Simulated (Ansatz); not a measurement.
# SiH (quartet): the correlation ladder at distance Si1–H2 = 3.276 Å, cc-pVQZ

One table from this session's results is given with a row withheld; the runs are named, their logs left out.

The runs use Ansatz 0.2.0, Gaussian basis; cc-pVQZ, core rule «outside noble gas», up to 5 orbitals frozen.

To be run: UHF; CCSD(T) on ROHF; CCSD(T) on UHF; BCCD(T) on ROHF; CCSDT(Q) on ROHF; CCSDT(Q) on UHF; CASSCF and MRCISD+Q, 5 electrons in 5 orbitals; CASSCF and NEVPT2, 5 electrons in 5 orbitals.

10 further runs of the same task are left out: 10 that didn't finish. Runs told in other sessions of the task aren't counted.

### The geometry

The geometry derives from a PBE0/def2-TZVP stationary point (not a proven minimum). One bond is set to the value named and the two fragments are kept rigid.

2 atoms, charge 0, spin multiplicity 4.

Atoms are counted from 1 here; the program's logs count them from 0.

No contacts short enough for the rule that draws bonds.

Set-up of the first run:

The input, in.yaml:

```yaml
crystal:
  periodic: [false, false, false]
  atoms:
    - {symbol: Si, position_ang: [0.000000, 0.000000, 0.000000]}
    - {symbol: H, position_ang: [0.000000, 0.000000, 3.276000]}
basis:
  gaussian: {orbitals: cc-pVQZ}
magnetization: {spin_polarized: true, initial_magnetization: 3}
hamiltonian: {xc: hf}
output: {orbitals: {seedname: orbitals}}
```

Run with:

```sh
> ansatz run in.yaml --threads 1 --pin off --events-out ev --progress --plain --max-ram 4096MiB --backend cpu
```

Among the steps run: UHF; CCSD(T) on ROHF; CCSD(T) on UHF; BCCD(T) on ROHF; CCSDT(Q) on ROHF; CCSDT(Q) on UHF; CASSCF and MRCISD+Q, 5 electrons in 5 orbitals; CASSCF and NEVPT2, 5 electrons in 5 orbitals.

One table of the session follows, with a row left open; its other results are not shown here.

It belongs to the step «Misses and costs». 

| method | from UCCSDT(Q) (meV) |
| --- | --- |
| ROHF | +2315.5 |
| UHF | +2199.1 |
| RMP2 | +548.5 |
| UMP2 | +554.6 |
| RCCSD | +106.1 |
| UCCSD | +100.5 |
| RCCSD(T) | +22.4 |
| UCCSD(T) | +21.9 |
| BCCD(T) | ? |
| RCCSDT | +3.0 |
| UCCSDT | +2.1 |
| RCCSDT(Q) | +0.8 |
| UCCSDT(Q) | 0 |
| CASSCF valence | +1935.5 |
| NEVPT2 valence | +550.4 |
| MRCISD valence | +133.1 |
| MRCISD+Q valence | +26.0 |

Q: Estimate the row for BCCD(T) from the others.

As computed: from UCCSDT(Q) (meV): +22.9. In the column «from UCCSDT(Q) (meV)» it lies between RCCSD(T) (+22.4) and MRCISD+Q valence (+26.0).

To keep in mind: Restricted and unrestricted rows rest on different reference determinants; a gap between their highest levels can come from leftover correlation error, from unlike frozen cores or from another state.
